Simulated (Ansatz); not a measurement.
## H3OPS, SMILES OPS: a rigid scan of one bond length, step by step

Computed with the Ansatz DFT code, driven from Python.

Contents of `h3ops.xyz`:
```text
6

O    -1.40000    0.34340   -0.52460
P    -0.04200    0.84200    0.10790
S     0.58470   -1.07980    0.61490
H    -1.68220   -0.42420   -0.10090
H     0.70380    1.00440   -1.10650
H     1.87770   -0.74990    0.96300
```

Run as a notebook:

```python
from dataclasses import dataclass

import ansatz
import numpy as np
```

```python
@dataclass
class RunConfig:
    basis_set: str = "def2-SVP"
    functional: str = "PBE"
```

```python
cfg = RunConfig()
```

```python
h3ops = ansatz.Crystal.molecule_from_extxyz("h3ops.xyz")

symbols = [site.symbol for site in h3ops.cartesian_sites]
start = np.array([site.position_ang for site in h3ops.cartesian_sites])
axis = (start[0] - start[1]) / np.linalg.norm(start[0] - start[1])
moving = [0, 3]
lengths, energies = [1.389, 1.453, 1.516, 1.579, 1.642, 1.705, 1.768, 1.863], []
for length in lengths:
    xyz = start.copy()
    xyz[moving] += (length - np.linalg.norm(start[0] - start[1])) * axis
    point = ansatz.Crystal.molecule()
    for symbol, place in zip(symbols, xyz):
        point = point.atom(symbol, place.tolist())
    calc = point.calculation().basis(gaussian=cfg.basis_set).functional(cfg.functional)
    summary = calc.run(threads=1, pin="off").report
    energies.append(summary["free_energy_ev"])
    print(f"r = {length:6.3f} A  E = {energies[-1]:.5f} eV  <S^2> = {abs(summary['mean_field']['state']['spin_squared']):.3f}")
```

    r =  1.389 A  E = -22198.52213 eV  <S^2> = 0.000
    r =  1.453 A  E = -22199.50422 eV  <S^2> = 0.000
    r =  1.516 A  E = -22200.11691 eV  <S^2> = 0.000
    r =  1.579 A  E = -22200.47343 eV  <S^2> = 0.000
    r =  1.642 A  E = -22200.64359 eV  <S^2> = 0.000
    r =  1.705 A  E = -22200.67907 eV  <S^2> = 0.000
    r =  1.768 A  E = -22200.61856 eV  <S^2> = 0.000
    r =  1.863 A  E = -22200.40783 eV  <S^2> = 0.000

```python
# quartic fit about the minimum
fit = np.polynomial.Polynomial.fit(lengths, np.array(energies) - min(energies), 4).convert()
roots = [r.real for r in fit.deriv().roots() if abs(r.imag) < 1e-9 and fit.deriv(2)(r.real) > 0]
r_e = min(roots, key=lambda r: abs(r - lengths[int(np.argmin(energies))]))
print(f"minimum of the fit at {r_e:.4f} A, force constant {fit.deriv(2)(r_e):.2f} eV/A^2")
```

    minimum of the fit at 1.6938 A, force constant 24.58 eV/A^2

These settings explore the input space; basis and method may be short of convergence. The rest of the molecule is held rigid at a force-field or estimated start geometry, and the basis set is modest; single-reference methods fail as a bond breaks. The orbitals are restricted, so S² is zero by construction. Toward dissociation an unrestricted state can lie under the restricted one, by tenths of an eV for polar bonds under a functional and by 1 to 2 eV or more for others. Run time: 4.4 s on 1 thread of Intel(R) Xeon(R) 6975P-C (Granite Rapids), with other jobs on the host, peak memory 0.18 GiB.
